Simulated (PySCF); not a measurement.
Compound: C5H10N (doublet state).
Cartesian coordinates in Å at the GFN2-xTB level; atoms count from 1:
```
atom  x, y, z in Å
C1     2.1010   -0.0422    0.1612
N2     0.6868   -0.0576    0.4090
C3    -0.0419    1.1194    0.5289
C4    -1.4154    0.9370   -0.0197
C5    -1.5455   -0.5897   -0.0612
C6    -0.1063   -1.0525   -0.2846
H7     2.3417    0.1723   -0.8918
H8     2.5237   -1.0155    0.4178
H9     2.5663    0.7187    0.7851
H10    0.4734    2.0615    0.5572
H11   -2.1858    1.4030    0.5986
H12   -1.5128    1.3609   -1.0321
H13   -2.2182   -0.9404   -0.8415
H14   -1.9032   -0.9539    0.9017
H15    0.0920   -2.0489    0.1201
H16    0.1364   -1.0630   -1.3602
```

The hyperfine couplings belong to this conformer and change with its torsions.

The species is `CN1[CH]CCC1` [radical].

Level of theory: UKS B3LYP, pcH-1 on C H N, non-relativistic, mean-field spin-orbit, GIAO (PySCF 2.14.0). The structure is a single GFN2-xTB conformer in the gas phase; no vibrational or solvent corrections. Couplings are sensitive to structure, and on GFN2-xTB geometries they can be far from those on DFT ones. No stability test was run, so a lower SCF solution isn't excluded.

Question: Break the g tensor into its mass correction, gauge correction and orbital-Zeeman/spin–orbit terms.

Answer: 
```json
{"Δg (ppm)": "relativistic mass correction", "1": "-173", "2": "-173", "3": "-173"}
{"Δg (ppm)": "gauge correction", "1": "2", "2": "28", "3": "29"}
{"Δg (ppm)": "orbital Zeeman/spin–orbit", "1": "-32", "2": "717", "3": "1197"}
{"Δg (ppm)": "total", "1": "-203", "2": "571", "3": "1052"}
```

So g = 2.00212, 2.00289, 2.00337 and g_iso = 2.00279; the tensor is rhombic: the two nearest values differ by 38 % of g3 − g1. Axes: g2 points within 5° of the N2–C3 bond.

Question: At 33.938 GHz, how far is the centre of the isotropic spectrum from where a free electron (g = 2.002319) resonates?

Answer: B = hν/(g μB) with μB/h = 13.99624 MHz/mT gives 1210.99 mT for the free electron and 1210.71 mT at g_iso, 0.29 mT lower.

Question: What effective moment and Curie constant follow for a powder?

Answer: With the mean of g² = 4.0112 and S(S+1) = 0.75: μ_eff = √(⟨g²⟩S(S+1)) = 1.734 μB and χT = 0.12505·⟨g²⟩·S(S+1) = 0.376 cm³ K/mol (cgs; spin-Hamiltonian part alone).

Question: How much does each term add to the isotropic shift?

Answer: The orbital-Zeeman/spin–orbit term 627, the mass correction -173 and the gauge correction 19 ppm, for a total of 473 ppm. The orbital-Zeeman/spin–orbit term is the largest in size. The mass correction is the same along every axis, so the anisotropy comes from the other two: their spans along these axes are 27 (gauge) and 1228 ppm (orbital Zeeman/spin–orbit).

Question: In a frozen sample, at which fields do the three g values resonate at 9.5, 34, 94 and 263 GHz (hyperfine left aside), and which band first spreads them over more than twice a line width of 1.0 mT?

Answer: 
```json
{"band": "X", "GHz": "9.5", "B(g3) mT": "338.81", "B(g2) mT": "338.89", "B(g1) mT": "339.02", "spread mT": "0.21"}
{"band": "Q", "GHz": "34.0", "B(g3) mT": "1212.57", "B(g2) mT": "1212.86", "B(g1) mT": "1213.33", "spread mT": "0.76"}
{"band": "W", "GHz": "94.0", "B(g3) mT": "3352.39", "B(g2) mT": "3353.20", "B(g1) mT": "3354.49", "spread mT": "2.10"}
{"band": "J", "GHz": "263.0", "B(g3) mT": "9379.57", "B(g2) mT": "9381.82", "B(g1) mT": "9385.45", "spread mT": "5.88"}
```

The spread grows in proportion to the frequency. W band is the first where it exceeds 2.0 mT.

The Mulliken spin populations are largest on C3 (+0.82), N2 (+0.17) and C4 (-0.06). The angles at C3 add up to 353.9°, so it is slightly pyramidal.

The HOMO–LUMO gaps are 4.60 eV among the α and 6.55 eV among the β orbitals.

On an Arm Neoverse V2 with one thread, on a shared host, this took 49 s (with the writing of density and orbital grids) and 0.94 GiB of memory at its peak.
